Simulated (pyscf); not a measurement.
Single points on ωB97X-D3(BJ)/def2-SVP structures (PySCF, gas phase).

Problem. H₂N–Al(NH₂)–NH–Al(NH₂)–NH₂ + H₂O → NH₃ + H₂N–Al(NH₂)–NH–Al(NH₂)–OH
Surface: singlet. Broken: Al–N, H–O. Formed: H–N, Al–O. Give ΔE‡ and ΔE from PBE/def2-TZVP, relative to the separated reactants.

Solution. ΔE‡ = -14.7 kcal/mol, ΔE = -13.1 kcal/mol. ωB97M-D3(BJ)/def2-TZVP gives -12.8 kcal/mol and -13.0 kcal/mol. Zero-point energy shifts the barrier by +1.1 kcal/mol. It is a four-centre exchange, with an imaginary mode of 577i cm⁻¹. On the reactant side the descent ends in an adduct with a Al–O contact, 15.2 kcal/mol under the separated species and 1.7 kcal/mol under the saddle at ωB97X-D3(BJ)/def2-TZVP. On the product side the descent ends in an adduct with a Al–N contact (not fully relaxed), 30.0 kcal/mol under the separated species and 29.1 kcal/mol under the saddle at ωB97X-D3(BJ)/def2-TZVP. At PBE the saddle lies under the separated reactants, which points to a path from their complex (located at ωB97X-D3(BJ) alone). At PBE the saddle lies under the separated products, which points to a path from their complex (located at ωB97X-D3(BJ) alone). What is counted as formed (Al–O) is already present as a longer contact in the reactant adduct; forming that adduct is a step of its own. What is counted as broken (Al–N) persists as a longer contact in the product adduct; parting that adduct is a step of its own. One saddle was located; it need not be the lowest between these sides.
